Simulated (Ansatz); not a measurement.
A nudged elastic band was laid between two geometries of AlBH₃O (6 atoms, charge 0, multiplicity 2).

All numbers below come from Ansatz 0.2.0, UKS r2SCANh/STO-3G.

| Item | Value |
| --- | --- |
| movable images | 5 |
| climbing image | yes |
| spring | 5.0 eV/Å² |
| optimiser | quadratic models (default) |
| start path | through a guess of the saddle point |
| force threshold | 0.05 eV/Å |
| iteration limit | 60 |
| end points | relaxed |

Initial state:

```xyz
6
Properties=species:S:1:pos:R:3
O -0.859 -1.708 -0.713
B -0.054 -0.665 -0.532
Al 0.621 0.963 0.278
H -1.643 -1.771 -0.056
H 0.234 2.296 -0.295
H 1.700 0.884 1.319
```

Final state:

```xyz
6
Properties=species:S:1:pos:R:3
O -1.294 -1.565 -0.193
B -0.685 -0.458 0.223
Al 0.642 0.956 0.254
H -0.858 -2.028 -0.996
H 0.363 2.253 -0.451
H 1.831 0.842 1.163
```

**Question.** What changes between the two ends?

**Answer.** No bond is made or broken.  The two ends are copies of one structure, up to a mirror image or an exchange of like atoms.

**Question.** Give the energies along the band, and the barrier.

**Answer.** It converged. The highest image is number 3 of 0 to 6, 27.7 kJ/mol above the ends, which have the same energy within 2 meV. Beside the main top the profile has a ripple of under 15 meV (maxima at images 1, 3), which may be a very shallow well or noise. A vibrational analysis at the climbing image gives one clearly imaginary mode, 315i cm⁻¹: a first-order saddle point. Limits of this set-up: minimal basis.

| image | path coordinate (Å) | energy (kJ/mol) |
| --- | --- | --- |
| 0 | 0.00 | 0.0 |
| 1 | 0.67 | 1.0 |
| 2 | 1.34 | 0.6 |
| 3 | 2.01 | 27.7 |
| 4 | 2.68 | 0.7 |
| 5 | 3.35 | 1.0 |
| 6 | 4.02 | 0.0 |

**Question.** What is the geometry of the highest image?

**Answer.** 
```xyz
6
Properties=species:S:1:pos:R:3
O -1.148 -1.176 -0.684
B -0.195 -0.895 0.227
Al 0.705 0.928 0.317
H -1.495 -2.131 -0.592
H 0.367 2.065 -0.612
H 1.766 1.210 1.344
```

Run time: 3.5 min on 1 thread of Arm Neoverse V2, on a shared host, peak memory 0.18 GiB.
